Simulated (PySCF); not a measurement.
# Partial charges of chloromethane

Compound: chloromethane, CH3Cl.
SMILES with atom numbers: `[CH3:1][Cl:2]` (hydrogens: H3, H4, H5 on C1)

Cartesian coordinates in Å at the GFN2-xTB level; atoms count from 1:
```xyz
5
CH3Cl angstrom
C     -0.1495   -0.0027   -0.0081
Cl     1.6266    0.0355    0.0473
H     -0.5206   -0.0611    1.0103
H     -0.4945    0.9069   -0.4896
H     -0.4534   -0.8758   -0.5770
```

Density: PBE0/pcSseg-1 (PySCF); schemes: Mulliken, IAO, Hirshfeld and ESP-fitted. Isolated species at its GFN2-xTB geometry, gas phase.

Task: Tabulate the Mulliken, IAO, Hirshfeld and ESP-fitted charges.

Result: In e:

```json
{"atom": "C1", "environment": "sp3 C–Cl carbon", "Mulliken": "-0.264", "IAO": "-0.403", "Hirshfeld": "-0.075", "ESP-fitted": "-0.426"}
{"atom": "Cl2", "environment": "alkyl chlorine", "Mulliken": "-0.200", "IAO": "-0.105", "Hirshfeld": "-0.090", "ESP-fitted": "-0.141"}
{"atom": "H3", "environment": "methyl hydrogen", "Mulliken": "+0.155", "IAO": "+0.169", "Hirshfeld": "+0.055", "ESP-fitted": "+0.188"}
{"atom": "H4", "environment": "methyl hydrogen", "Mulliken": "+0.155", "IAO": "+0.169", "Hirshfeld": "+0.055", "ESP-fitted": "+0.190"}
{"atom": "H5", "environment": "methyl hydrogen", "Mulliken": "+0.155", "IAO": "+0.169", "Hirshfeld": "+0.055", "ESP-fitted": "+0.189"}
```

Mean size of the charges over all atoms: ESP-fitted 0.227 e, IAO 0.203 e, Mulliken 0.186 e, Hirshfeld 0.066 e. Each set sums to the total charge, 0, to within 0.001 e. The IAO scheme counts the electrons in orthogonalised intrinsic atomic orbitals, a minimal basis polarised so that it spans the occupied orbitals exactly. The ESP scheme fits charges at the nuclei, held to the total charge, to the electrostatic potential on points at 1.4 to 2.0 times the van der Waals radii.

Lowest charge. The schemes don't all agree: Mulliken C1 (-0.264); IAO C1 (-0.403); Hirshfeld Cl2 (-0.090); ESP-fitted C1 (-0.426).

Highest charge. All schemes pick atoms of one kind: Mulliken H3, H4 and H5 (+0.155); IAO H3, H4 and H5 (+0.169); Hirshfeld H3, H4 and H5 (+0.055); ESP-fitted H4 (+0.190).

Task: How many electrons does the IAO scheme count on Cl2?

Result: Z − q = 17 − (-0.105) = 17.105.

Task: Sum the charges by element, for elements with more than one atom.

Result: 
```csv
element,atoms,Mulliken,IAO,Hirshfeld,ESP-fitted
H,3,+0.464,+0.508,+0.165,+0.567
```
